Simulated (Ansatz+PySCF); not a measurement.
## doublet O₂(+): levels of theory in one basis

```xyz
2

O     0.0000    0.0000   -0.5492
O     0.0000    0.0000    0.5492
```

Basis set: def2-SVP (spherical functions). Frozen core: 2 orbitals. Correlation on ROHF uses semicanonical orbitals with singles. Charge 1, multiplicity 2.

Computed with Ansatz (development build ahead of 0.2.0); each method stands on the lowest determinant of its kind that the runs found. NEVPT2 correlates all electrons. Active spaces start from the frontier orbitals, and the lowest solution found is given.

```tsv
method	E − E(ROHF) (eV)	<S²> of the determinant
ROHF	0.00	0.75
UHF	-0.38	1.05
ROHF-MP2	-10.42	–
UHF-MP2	-9.10	1.05
ROHF-CCSD	-10.09	–
UHF-CCSD	-10.10	1.05
ROHF-CCSD(T)	-10.44	–
UHF-CCSD(T)	-10.43	1.05
CASSCF(3,3)	-1.60	–
SC-NEVPT2(3,3)	-10.18	–
SC-NEVPT2(11,8)	-9.65	–
```

(1) What does CASSCF(11,8) give on the same scale?

## Answers

(1) -4.49 eV.

The restricted and unrestricted rows may stand on different electronic states: another unrestricted solution lies nearer the restricted one.

Caution for UHF, UHF-MP2, UHF-CCSD, UHF-CCSD(T): the unrestricted determinant is spin contaminated; the determinant breaks the point group. Caution for ROHF-MP2, UHF-MP2: MP2 on this radical cation hangs on the determinant chosen. Caution for UHF-MP2: another reference gives a lower total.
